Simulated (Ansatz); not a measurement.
fcc Ag, treated with PBEsol in Ansatz (PAW).

A relaxed, unreconstructed slab of the (310) face has 20 atoms, two equal faces of 25.984 Å² each and an energy of -150441.0014 eV. A bulk cell of 10 atoms with the same orientation and in-plane k mesh has -75222.4881 eV. Energies are extrapolated to zero smearing.

Run with plane-wave cutoff 500 eV, 14×10×1 k mesh (along the axes of the cell as run), Fermi–Dirac smearing 0.1 eV, scalar-relativistic PAW data made under PBE.

Worked out: γ = (E_slab − N E_bulk per atom)/2A = [-150441.0014 − 20 × (-75222.4881/10)]/(2 × 25.984) = 0.0765 eV/Å². With 16.022 J/m² per eV/Å² this is 1.23 J/m², or 1.99 eV per surface cell and face.

Ansatz is an electronic-structure program.
